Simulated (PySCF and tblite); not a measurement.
The numbers below are computed, except where a source is named.
C₄H₇N, numbered as in [CH3:1][CH2:2][CH2:3][C:4]#[N:5].

Geometries PBE0-D3(BJ)/def2-SVP; weights from B3LYP-D3(BJ)/def2-TZVP energies and GFN2-xTB thermal corrections, with symmetry numbers and mirror pairs. Conformers within 3 kcal/mol (GFN2-xTB free energy) were kept, 8 at most. Couplings: B3LYP/pcJ-1 (gas phase; spin-dipole term only for pairs with B, N, F, Si or P). Couplings are for ¹³C, ¹H, ¹⁵N; a prime marks the second kind of pair between the same two sets of atoms. Run with PySCF (density fitting) and tblite.

Torsions listed: C1–C2–C3–C4. Of a mirror pair one member is shown.

| conformer | shape | weight % |
| --- | --- | --- |
| 1 | 62° | 73.0 |
| 2 | 180° | 27.0 |

(1) Give the couplings in each conformer and the averages at 298.15 K (pairs that fast motion interchanges averaged).

Results:

(1) 
| coupling | pairs | 1 | 2 | average (Hz) |
| --- | --- | --- | --- | --- |
| ¹J(C1,C2) | 1 | 37.4 | 36.9 | 37.2 |
| ¹J(C1,H1) | 3 | 133.3 | 132.8 | 133.2 |
| ²J(C1,H2) | 2 | -3.4 | -3.5 | -3.4 |
| ³J(C1,H3) | 2 | 6.5 | 2.6 | 5.4 |
| ¹J(C2,C3) | 1 | 35.0 | 35.5 | 35.1 |
| ³J(C2,N5) | 1 | -0.6 | -0.6 | -0.6 |
| ²J(H1,C2) | 3 | -3.5 | -3.5 | -3.5 |
| ¹J(C2,H2) | 2 | 135.0 | 136.1 | 135.3 |
| ²J(C2,H3) | 2 | -4.3 | -4.8 | -4.5 |
| ¹J(C3,C4) | 1 | 65.0 | 66.2 | 65.4 |
| ²J(C3,N5) | 1 | 3.4 | 3.4 | 3.4 |
| ³J(H1,C3) | 3 | 6.8 | 7.5 | 7.0 |
| ²J(H2,C3) | 2 | -3.0 | -3.9 | -3.2 |
| ¹J(C3,H3) | 2 | 138.7 | 138.1 | 138.6 |
| ¹J(C4,N5) | 1 | -18.7 | -18.8 | -18.7 |
| ³J(H2,C4) | 2 | 8.6 | 2.6 | 7.0 |
| ²J(H3,C4) | 2 | -9.9 | -9.9 | -9.9 |
| ³J(H3,N5) | 2 | -1.6 | -1.6 | -1.6 |
| ²J(H1,H1) | 3 | -14.4 | -14.3 | -14.3 |
| ³J(H1,H2) | 6 | 8.3 | 8.3 | 8.3 |
| ²J(H2,H2) | 1 | -15.2 | -15.2 | -15.2 |
| ³J(H2,H3) | 2 | 10.1 | 4.5 | 8.6 |
| ³J(H2,H3′) | 2 | 3.8 | 15.7 | 7.0 |
| ²J(H3,H3) | 1 | -19.0 | -18.9 | -19.0 |

Only couplings over up to 3 bonds are listed; longer-range ones, if any, are left out.
